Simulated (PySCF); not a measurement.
A PySCF script (with the pyscf-properties extension) for the NMR shieldings of `FC(Cl)(Cl)Cl`, CCl3F, on a GFN2-xTB geometry:

```python
import basis_set_exchange as bse
import numpy as np
from pyscf import gto, dft
from pyscf.prop import nmr

atoms = """
F     0.060305   -0.141039    1.396058
C     0.004642   -0.006315    0.066724
Cl   -0.457934    1.660563   -0.312646
Cl    1.602752   -0.370613   -0.603874
Cl   -1.201142   -1.139743   -0.563447
"""
names = dict.fromkeys(["F", "C", "Cl"], "pcSseg-0")
basis = {el: gto.basis.parse(bse.get_basis(n, elements=[el], fmt="nwchem")) for el, n in names.items()}
mol = gto.M(atom=atoms, basis=basis, charge=0, verbose=0)
mf = dft.RKS(mol, xc="HCTH407")
mf.grids.level = 2
mf.grids.alignment = dft.numint.BLKSIZE   # the property module wants whole blocks of grid points
mf.conv_tol = 1e-9
mf.kernel()

calc = nmr.RKS(mf)   # GIAO
C = mf.mo_coeff
Co = C[:, mf.mo_occ > 0]
resp = mf.gen_response(singlet=True, hermi=2)
def vind(x):   # induced exchange potential for any number of trial vectors
    d = np.einsum("pi,xij,qj->xpq", C, 2 * x.reshape(-1, C.shape[1], Co.shape[1]), Co, optimize=True)
    return np.einsum("xpq,pi,qj->xij", resp(d - d.transpose(0, 2, 1)), C, Co, optimize=True).ravel()
mo1, _ = nmr.rhf.solve_mo1(calc, with_cphf=vind)
sigma = calc.kernel(mo1)
for i, s in enumerate(sigma):   # ppm
    w = np.linalg.eigvalsh((s + s.T) / 2)
    print("%2d %-2s iso %8.1f  s11 %8.1f  s22 %8.1f  s33 %8.1f" % (i, mol.atom_pure_symbol(i), w.mean(), *w))
```

Q: What are the results?

A: 
```
 0 F  iso    143.2  s11    125.7  s22    151.9  s33    152.0
 1 C  iso     22.3  s11     19.5  s22     19.6  s33     27.8
 2 Cl iso    381.2  s11     86.8  s22    142.2  s33    914.7
 3 Cl iso    381.1  s11     86.5  s22    141.9  s33    914.7
 4 Cl iso    381.2  s11     86.9  s22    142.1  s33    914.6
```

These numbers come from an equivalent density-fitted implementation of the same equations, which agrees with the script to about 0.01 ppm for H and up to a few tenths of a ppm for heavy atoms, so last digits may differ.

Size and cost of the density-fitted run: 57 basis functions, about 2.4 core-seconds.
